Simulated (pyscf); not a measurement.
PySCF, gas phase, ωB97X-D3(BJ)/def2-SVP geometries.

Task: Estimate the classical barrier height and the reaction energy of `[OH][SiH3]` + `[OH][PH2]` → `[OH][PH][OH]` + `[SiH4]` at PBE0-D3(BJ)/def2-TZVP. The step runs on the singlet surface, breaks O–Si, H–P and forms O–P, H–Si; take the separated reactants as zero.

Result: ΔE‡ = 167.2 kJ/mol, ΔE = +40.7 kJ/mol. ωB97M-D3(BJ)/def2-TZVP gives 182.6 kJ/mol and +43.3 kJ/mol. Zero-point energy shifts the barrier by +5.6 kJ/mol. It is a four-centre exchange, with an imaginary mode of 284i cm⁻¹. On the reactant side the descent ends in a complex (not fully relaxed), 25.0 kJ/mol under the separated species and 204.3 kJ/mol under the saddle at ωB97X-D3(BJ)/def2-TZVP. One saddle was located; it need not be the lowest between these sides.
